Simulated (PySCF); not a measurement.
Reaction (SMILES): ClCCl → Cl[CH-]Cl + H+
B3LYP-D3(BJ)/def2-TZVP geometries, fixed; electronic energies without zero-point terms.

Effect of the atomic grid (radial, angular points) at r2SCAN/def2-TZVP with PySCF, against the last row, where the deprotonation energy is 386.30 kcal/mol. Cost is core time over that of atom_grid: 30, 110, unpruned, rough, on shared machines of one kind.

| setting | grid points, largest species | largest shift of a total energy (mEh) | shift of the deprotonation energy (kcal/mol) | cost |
|---|---|---|---|---|
| atom_grid: 30, 110, unpruned | 16504 | -4.981 | -0.023 | 1× |
| atom_grid: 50, 194, unpruned | 48504 | 1.894 | 0.011 | 2× |
| atom_grid: 75, 302, unpruned | 113256 | 0.030 | 0.007 | 3× |
| atom_grid: 99, 590, unpruned | 292056 | 0.027 | 0.004 | 5× |
| atom_grid: 150, 974, unpruned | 730504 | 0.000 | 0.000 | 10× |

Within 0.02 kcal/mol in the deprotonation energy: atom_grid: 50, 194, unpruned; atom_grid: 75, 302, unpruned; atom_grid: 99, 590, unpruned. The largest shift is 4.981 mEh in a total energy and 0.023 kcal/mol in the difference.
